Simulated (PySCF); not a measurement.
From results back to the method.

CH₆OSi.
InChI=1S/CH6OSi/c1-2-3/h1,3H3

The closed-shell ground state was solved 7 times with PySCF (density fitting, gas phase), always in the def2-SVPD basis (115 functions), with these functionals: B3LYP, CAM-B3LYP, HF, LC-wPBE, PBE, PBE0 and wB97X-D. Geometry: PBE0-D3(BJ)/def2-SVP; no solvent, vibrations or thermal averaging.

```csv
row,total energy (Eh),HOMO (eV),LUMO (eV),dipole (D)
P,-406.2334,-10.08,1.95,1.07
Q,-406.1179,-10.92,2.19,1.10
R,-406.3003,-7.94,-0.03,1.04
S,-405.9748,-6.65,-0.64,0.98
T,-406.2295,-9.60,1.07,1.09
U,-405.0049,-11.97,2.47,1.16
V,-406.0160,-8.17,0.20,1.03
```

Q: Which functional belongs to which row?

A: P = wB97X-D, Q = LC-wPBE, R = B3LYP, S = PBE, T = CAM-B3LYP, U = HF, V = PBE0. By rising HOMO–LUMO gap: PBE (GGA) 6.01 eV; B3LYP (global hybrid, 20 % exact exchange) 7.91 eV; PBE0 (global hybrid, 25 % exact exchange) 8.37 eV; CAM-B3LYP (range-separated hybrid) 10.67 eV; wB97X-D (range-separated hybrid) 12.03 eV; LC-wPBE (range-separated hybrid) 13.11 eV; HF (all exact exchange) 14.44 eV. Total energies of different functionals aren't bounds to one another; each is stationary for its own functional.

Note: wB97X-D ran without an empirical dispersion term, which enters the total energy and its gradient alone.
